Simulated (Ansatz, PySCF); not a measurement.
This PySCF input computes a B3LYP/def2-TZVPD energy:

```python
from pyscf import gto, scf, dft

mol = gto.M(
    atom='''
    N    -0.00105897    0.01327707    0.48254113
    F     0.00032817    1.23270648   -0.15911563
    F     1.07118647   -0.62149834   -0.10574733
    F    -1.07069100   -0.62153474   -0.11044681
    ''',
    basis='def2-tzvpd',
    charge=0,
    spin=0,
    verbose=4,
)

mf = dft.RKS(mol, xc='b3lyp').density_fit(auxbasis='def2-universal-jkfit')
mf.grids.level = 3
mf.conv_tol = 1e-9
mf.max_cycle = 100
mf.max_memory = 1500
mf.kernel()
if not mf.converged:
    mf = mf.newton()
    mf.kernel(mf.make_rdm1())
mf.analyze()
```

**Question.** Write an input for the same energy in Ansatz (an electronic-structure program) and say what it gives.

**Answer.** 
Ansatz 0.2 input:
```yaml
crystal:
  periodic: [false, false, false]
  atoms:
    - {symbol: N, position_ang: [-0.00105897, 0.01327707, 0.48254113]}
    - {symbol: F, position_ang: [0.00032817, 1.23270648, -0.15911563]}
    - {symbol: F, position_ang: [1.07118647, -0.62149834, -0.10574733]}
    - {symbol: F, position_ang: [-1.07069100, -0.62153474, -0.11044681]}
basis:
  gaussian:
    orbitals: def2-TZVPD
hamiltonian:
  xc: {name: B3LYP}
output: {forces: true}
```
It gives -354.24718 Eh, and PySCF -354.24722 Eh, a difference of 0.04 mEh, from the treatment of integrals and grids.
